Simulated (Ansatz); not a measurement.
**H3O+ with C2H4: structure and interaction energy**

Aim: relax the pair, then compute its interaction energy with counterpoise at many levels, up to CCSD(T).

Computed with Ansatz 0.2.0, Gaussian basis. Level: PBE0-D4 structure, single points in def2-TZVPPD.

Levels: PBE-D4, revPBE-D4, BLYP-D4, r2SCAN-D4, B97M-V, PBE0-D4, B3LYP-D4, HSE06-D4, wB97X-V, wB97M-V, B2PLYP, Hartree-Fock, MP2, CCSD, CCSD(T). The reference is CCSD(T) extrapolated to the basis limit.

Cores are frozen in the correlated methods. B3LYP uses VWN-RPA correlation. B2PLYP carries no dispersion term here.

176 further runs of the same task are left out: 176 set aside as unsound or not needed. Runs told in other sessions of the task aren't counted.

## Step 1: Starting geometry

The pair, from a GFN2-xTB docking trial: 10 atoms, charge 1, spin multiplicity 1.

Atoms are counted from 1 here; the program's logs count them from 0.

Bond lengths: O1–H2 1.029 Å, O1–H3 0.979 Å, O1–H4 0.979 Å, C5–C6 1.321 Å, C5–H7 1.087 Å, C5–H8 1.083 Å, C6–H9 1.077 Å, C6–H10 1.076 Å. Angles: H2–O1–H3 113.0°, H2–O1–H4 112.6°, H3–O1–H4 111.7°, C6–C5–H7 118.3°, C6–C5–H8 119.2°, H7–C5–H8 122.5°, C5–C6–H9 121.6°, C5–C6–H10 122.0°, H9–C6–H10 116.4°.

Coordinates:

```xyz
10
C2H7O
O     0.08000   -0.16590   -2.20770
H     0.07320   -0.12320   -1.17990
H     0.66910    0.50210   -2.61440
H    -0.82010   -0.13460   -2.59070
C     0.03840    0.02050    0.75860
C    -0.05060   -0.04920    2.07440
H     0.51450   -0.80100    0.22950
H    -0.32930    0.90350    0.25090
H    -0.49100    0.74520    2.65260
H     0.31590   -0.89720    2.62660
```

Atoms 1 to 4 are fragment A (H3O+), the rest fragment B (C2H4).

## Step 2: A first relaxation in a small basis

Input file pre/in.yaml:

```yaml
crystal:
  periodic: [false, false, false]
  atoms:
    - {symbol: O, position_ang: [0.080000, -0.165900, -2.207700]}
    - {symbol: H, position_ang: [0.073200, -0.123200, -1.179900]}
    - {symbol: H, position_ang: [0.669100, 0.502100, -2.614400]}
    - {symbol: H, position_ang: [-0.820100, -0.134600, -2.590700]}
    - {symbol: C, position_ang: [0.038400, 0.020500, 0.758600]}
    - {symbol: C, position_ang: [-0.050600, -0.049200, 2.074400]}
    - {symbol: H, position_ang: [0.514500, -0.801000, 0.229500]}
    - {symbol: H, position_ang: [-0.329300, 0.903500, 0.250900]}
    - {symbol: H, position_ang: [-0.491000, 0.745200, 2.652600]}
    - {symbol: H, position_ang: [0.315900, -0.897200, 2.626600]}
basis:
  gaussian: {orbitals: def2-SVP}
total_charge: 1
hamiltonian: {xc: pbe, dispersion: d4}
relax: {f_tol: 0.03, max_steps: 250}
```

The run is started by

```
$ ansatz run in.yaml --threads 4 --pin off --events-out ev --progress --plain --max-ram 9574MiB
```

After this run come: Relaxation at PBE0-D4; PBE-D4/def2-TZVPPD; r2SCAN-D4/def2-TZVPPD; PBE0-D4/def2-TZVPPD; B3LYP-D4/def2-TZVPPD; wB97X-V/def2-TZVPPD; wB97M-V/def2-TZVPPD; B2PLYP/def2-TZVPPD; BLYP-D4/def2-TZVPPD; revPBE-D4/def2-TZVPPD; B97M-V/def2-TZVPPD; HSE06-D4/def2-TZVPPD; CCSD(T)/def2-TZVPPD; MP2/def2-QZVPPD; Hartree-Fock/STO-3G; PBE-D4/STO-3G; B3LYP-D4/6-31G; SPW92/def2-SVP; PBE-D4/def2-SVP; PBE0-D4/def2-SVP; wB97M-V/def2-SVP; CCSD(T)/def2-SVP; Vibrations of the pair.

Before running it: what results should come out? Wanted: interaction energy, CCSD(T)/CBS; of it Hartree-Fock; D4 term of PBE0-D4; shortest contact; lowest wavenumber.

**Answer**, as computed:

```
                        quantity           value
 interaction energy, CCSD(T)/CBS  -107.79 kJ/mol
of it Hartree-Fock (basis limit)   -94.05 kJ/mol
              D4 term of PBE0-D4    -2.72 kJ/mol
                shortest contact    H2–C5 1.80 Å
               lowest wavenumber         57 cm⁻¹
```

In words: The pair is bound by 107.79 kJ/mol at fixed fragment shapes. Hartree-Fock gives 87 % of it, so electrostatics, induction and charge transfer lead. Among the functionals B2PLYP lands nearest to CCSD(T)/CBS (-2.01 kJ/mol) and PBE-D4 farthest (-15.19 kJ/mol). By rung, the mean size of the error is: GGA 10.79, meta-GGA 9.79, hybrid 11.17, screened hybrid 14.54, range-separated hybrid 6.45, double hybrid 2.01 kJ/mol. The double hybrids carry no dispersion term here, unlike the levels marked D4 or V. PBE-D4 gives an interaction energy 15.19 kJ/mol too low, an error of 14 % of the reference. CCSD(T) moves by -3.73 kJ/mol from triple zeta to the limit; gaps between functionals far smaller than that don't rank them. A lower arrangement may exist. The restricted Hartree–Fock reference is unstable towards an unrestricted one at one or more of these structures.
